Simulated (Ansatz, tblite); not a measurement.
**The cluster Na5−: rung by rung**

How do method and basis change the picture of the cluster Na5− (singlet)?

Method: as each input shows; program: Ansatz 0.2.0, Gaussian basis.

Levels to be run: GFN2-xTB, PBE/def2-TZVPD, r2SCAN/def2-TZVPD, HF/def2-TZVPD, LDA/def2-TZVPD, B2PLYP/def2-TZVPD, B97M-V/def2-TZVPD, CAM-B3LYP/def2-TZVPD, PBE/def2-SVPD, PBE0/def2-SVPD, HF/STO-3G, CCSD(T)/def2-TZVPPD, MP2/def2-TZVPD, RPA/def2-TZVPD.

1 further run of the same task is left out (set aside as unsound or not needed).

### Step 1. The structure

The singlet was relaxed beforehand with PBE0/def2-SVPD. At that level it is the lowest of the isomers that a small search found.

5 atoms, charge -1, spin multiplicity 1.

Bond lengths: Na1–Na2 3.804 Å, Na1–Na3 3.352 Å, Na1–Na5 3.759 Å, Na2–Na5 3.393 Å, Na3–Na4 3.808 Å, Na3–Na5 3.746 Å, Na4–Na5 3.395 Å. Angles: Na2–Na1–Na3 116.6°, Na2–Na1–Na5 53.3°, Na3–Na1–Na5 63.3°, Na1–Na2–Na5 62.7°, Na1–Na3–Na4 117.1°, Na1–Na3–Na5 63.7°, Na4–Na3–Na5 53.4°, Na3–Na4–Na5 62.4°, Na1–Na5–Na2 64.0°, Na1–Na5–Na3 53.1°, Na1–Na5–Na4 117.3°, Na2–Na5–Na3 117.1°, Na2–Na5–Na4 178.7°, Na3–Na5–Na4 64.2°.

The ion is computed in the gas phase, without counter-ions or solvent.

PBE0/def2-TZVPD was run before; its log isn't repeated, and its numbers join the tables.

### Step 2. GFN2-xTB

Tight binding, by tblite at 300 K electronic temperature and without a spin-polarisation term:

```python
tblite.interface.Calculator('GFN2-xTB', numbers, positions, charge=-1, uhf=0).singlepoint()
```

Energy -30.0911 eV, HOMO -0.39 eV, LUMO 0.08 eV; 0.003 s.

### Step 3. PBE/def2-TZVPD

start.molden holds the orbitals of an earlier run on this state, given as this run's starting guess.

in.yaml

```yaml
crystal:
  periodic: [false, false, false]
  atoms:
    - {symbol: Na, position_ang: [0.479183, -0.107890, -2.592455]}
    - {symbol: Na, position_ang: [-1.792879, 2.767958, -1.574638]}
    - {symbol: Na, position_ang: [1.568823, -2.102934, -0.128468]}
    - {symbol: Na, position_ang: [0.416137, -1.279430, 3.406609]}
    - {symbol: Na, position_ang: [-0.671255, 0.722296, 0.888963]}
basis:
  gaussian: {orbitals: def2-TZVPD, initial_orbitals: start.molden}
total_charge: -1
hamiltonian: {xc: pbe}
scf: {omitted_lower_state_checks: [starts]}
output: {forces: true, orbitals: {seedname: orbitals}}
```

The run is started by

```
$ ansatz run in.yaml --threads 4 --pin off --events-out ev --progress --plain --max-ram 3916MiB
```

After this run come: r2SCAN/def2-TZVPD; HF/def2-TZVPD; LDA/def2-TZVPD; B2PLYP/def2-TZVPD; B97M-V/def2-TZVPD; CAM-B3LYP/def2-TZVPD; PBE/def2-SVPD; PBE0/def2-SVPD; HF/STO-3G; CCSD(T)/def2-TZVPPD; MP2/def2-TZVPD; RPA/def2-TZVPD.

**Question.** What will the summary of the whole plan be? Wanted: gap in def2-TZVPD, named functionals and Hartree-Fock, smallest and largest; correlation energy, CCSD(T)/def2-TZVPPD; correlation energy, MP2/def2-TZVPD; PBE0 total energy, smallest basis above largest.

As calculated:

```
                                                                   quantity                            value
gap in def2-TZVPD, named functionals and Hartree-Fock, smallest and largest   0.62 eV (B97M-V), 3.06 eV (HF)
                                    correlation energy, CCSD(T)/def2-TZVPPD                        -26.11 eV
                                         correlation energy, MP2/def2-TZVPD                        -24.44 eV
                            PBE0 total energy, smallest basis above largest  8.05 eV (def2-SVPD, def2-TZVPD)
```

Orbital gaps of the named functionals and Hartree-Fock in def2-TZVPD span 0.62 eV (B97M-V) to 3.06 eV (HF); exact exchange widens it. LDA, PBE, r2SCAN, B97M-V put the HOMO above zero: the outermost electron is held by the basis alone.
